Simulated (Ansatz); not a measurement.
A Zn15Ni4 cell: a crystal with Ni atoms taken out, relaxed.

```
CELL_PARAMETERS angstrom
1.81153 5.38412 -3.81246
-1.86208 -5.38519 -3.83763
-5.39174 1.76429 3.78979
ATOMIC_POSITIONS crystal
Zn 0.34950 0.44745 0.29900
Zn 0.13483 0.03824 0.69689
Zn 0.76252 0.26051 0.49660
Zn 0.96220 0.66634 0.10420
Zn 0.53993 0.83657 0.90174
Zn 0.06399 0.36067 0.90208
Zn 0.84941 0.95146 0.30005
Zn 0.43636 0.13844 0.10233
Zn 0.65903 0.56242 0.69730
Zn 0.23663 0.73254 0.49477
Zn 0.50662 0.48364 0.99050
Zn 0.31720 0.10572 0.42533
Zn 0.88167 0.29314 0.17360
Zn 0.09944 0.69950 0.79952
Zn 0.69216 0.91534 0.60858
Ni 0.20504 0.39135 0.59727
Ni 0.99382 0.00761 0.00178
Ni 0.79298 0.59387 0.38661
Ni 0.40584 0.80497 0.21225
```

All numbers below come from Ansatz 0.2.0, DFT PBEsol, scalar-relativistic, plane waves, PAW.

Settings: cutoff 420 eV, Γ-centred mesh 6×6×6 on the computed 19-atom cell, Gaussian smearing of 0.10 eV; no spin polarisation.

Q: Describe its local order.

A: Counting as bonded all pairs within 1.3 times the summed covalent radii:

```tsv
atom → neighbour	mean count	mean length (Å)	spread (Å)
Ni → Zn	12.00	2.60	0.06
Zn → Ni	3.20	2.60	0.06
Zn → Zn	8.00	2.60	0.06
```

Angles between all pairs of such bonds at an atom (mean ± spread): 98 ± 36° at Ni, 98 ± 36° at Zn.

Q: Does it have a gap?

A: It has no gap on the mesh. Levels at Γ next to the Fermi level (eV from it): -1.41, -1.32, -1.23, -1.20, -1.19, -0.91, 0.03, 0.54, 0.65, 0.81, 3.32, 3.60. It lies 0.13 eV/atom below the elements' standard states (static lattices, no corrections for gases).

The final mesh leaves forces up to 0.05 eV/Å and stresses up to 0.9 GPa: the relaxation ran on a coarser mesh, so the cell's shape, its bonds and its energy belong partly to that mesh.

Cost: 2 runs of about 30 core-minutes in all (earlier runs that led there not counted), on Arm Neoverse V1 (shared hosts).